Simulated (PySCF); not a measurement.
Series: H2E=Y. All species are isolated molecules in the gas phase. Strings in code marks are SMILES.

The numbers are results of PySCF 2.14.0 with PBE-D3(BJ)/def2-TZVP // r2SCAN-D4/def2-TZVP, not measurements. Excitations are Tamm–Dancoff values on a coarser integration grid. The basis has no diffuse functions, so Rydberg states are missing or too high.

```csv
species,S1 oscillator strength,S1–T1 gap (TDA) (eV)
`C=O`,0.000,0.72
`C=S`,(withheld),0.60
`[SiH2]=O`,0.000,0.40
`[GeH2]=[O]`,(withheld),0.43
`[GeH2]=[Se]`,0.000,(withheld)
`[O]=[SnH2]`,0.000,0.39
```

### Question
Some entries are withheld; supply them.

### Answer

- `C=S`, S1 oscillator strength: 0.000
- `[GeH2]=[O]`, S1 oscillator strength: 0.000
- `[GeH2]=[Se]`, S1–T1 gap (TDA) (eV): 0.33
